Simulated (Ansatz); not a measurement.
**Computed properties of CoO**

```xyz
2
Lattice="0.0000 2.1238 2.1238 2.1238 0.0000 2.1238 2.1238 2.1238 0.0000" Properties=species:S:1:pos:R:3 pbc="T T T"
Co    0.0000    0.0000    0.0000
O     2.1238    2.1238    2.1238
```

Atoms are numbered in the order listed.

The cell was built from the rocksalt type and relaxed in the same program, and has space group Fm-3m; it needn't be a known or the stable phase.

Semilocal functionals without U often leave such compounds metallic or with too small a gap, and the real magnetic order may differ.

The magnetic state is the one reached from the start moments; no search over orders was made, so it needn't be the ground state.

Levels of theory: DFT, PBE, all-electron LAPW, scalar-relativistic (Ansatz 0.2.0); DFT, PBE, PAW with Ansatz's default frozen-core files, scalar-relativistic (Ansatz 0.2.0); DFT, PBE, all-electron PAW with datasets made for the crystal, scalar-relativistic (Ansatz 0.2.0).

For LAPW: a Γ-centred 13×13×13 k mesh, Fermi–Dirac smearing of 0.08 eV, basis error target 0.25 meV/atom, spin-polarised from start moments Co1 2 μB. PAW takes a cutoff of 420 eV at this cell. The crystal-made all-electron datasets (AE datasets) take a cutoff of 400 eV at this cell. The Ansatz runs share mesh, smearing and spin set-up. Values come from LAPW unless marked.

```
Bader charges (from the PAW run)                  : Co1 +1.23, O2 -1.23 e
Contact hyperfine fields (crystal-made datasets)  : Co1 -12.3, O2 21.8 T, core polarisation included, positive along the moment of the spin-up electrons
Band gap                                          : none at this level of theory (metallic, semimetallic, or a small gap that the functional closes)
Density of states at the Fermi level (0.2 eV bin) : 3.83 states/eV per cell
Moment of the cell                                : 2.87 μB
Pressure at this cell                             : -0.07 GPa
Volume per atom                                   : 64.6 bohr³
```

Problem. Predict this quantity. Löwdin charges (with 0.12 e of the cell spilling out of the atomic basis, so their sizes and signs hang on that basis).

Solution. Co1 1.12, O2 -0.99 e.

Problem. Give the computed value. Moments in the spheres.

Solution. Co1 2.55, O2 0.30 μB.
